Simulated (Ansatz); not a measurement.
## Ligand exchange: MgH(CH3) + CH4S2 → MgH(SH) + C2H6S

Species: MgH(CH3), singlet; CH4S2 (methyl hydrodisulfide) `CSS`, singlet; MgH(SH), singlet; C2H6S (dimethyl sulfide) `CSC`, singlet. The partners trade CH3 for SH: Mg–CH3 and S–SH bonds give way to Mg–SH and S–CH3.

Shapes, held fixed at every level: PBE0-D4/def2-TZVP. Flexible molecules stand in one conformer, not always the lowest. Programs: Ansatz 0.2.0. The zero-point and thermal change to 298 K, harmonic and unscaled (PBE0-D4/def2-TZVP), is +5.2 kJ/mol.

Task: Estimate ΔH(298 K) of this reaction.

Result: The highest level, CCSD(T)/def2-TZVPP, gives ΔH(298 K) = -128.7 kJ/mol; the levels span -154.0 to -112.6. The column of differences is taken from that level and isn't an error. No measured value is set beside it here. Correlated rows may include outer-core shells of Mg, which these sets cover unevenly.

```csv
level,kind,ΔH(298 K) (kJ/mol),less CCSD(T)/def2-TZVPP
HF/def2-TZVPP,Hartree–Fock,-146.8,-18.1
PBE-D4/def2-TZVPP,GGA,-112.6,+16.1
BHLYP-D4/def2-TZVPP,global hybrid,-130.0,-1.3
wB97X-V/def2-TZVPP,range-separated hybrid,-128.1,+0.6
B2PLYP/def2-TZVPP,double hybrid,-125.1,+3.6
MP2/def2-SVP,perturbation theory,-154.0,-25.3
MP2/def2-TZVPP,perturbation theory,-130.2,-1.5
CCSD(T)/def2-TZVPP,coupled cluster or CI,-128.7,0.0
```
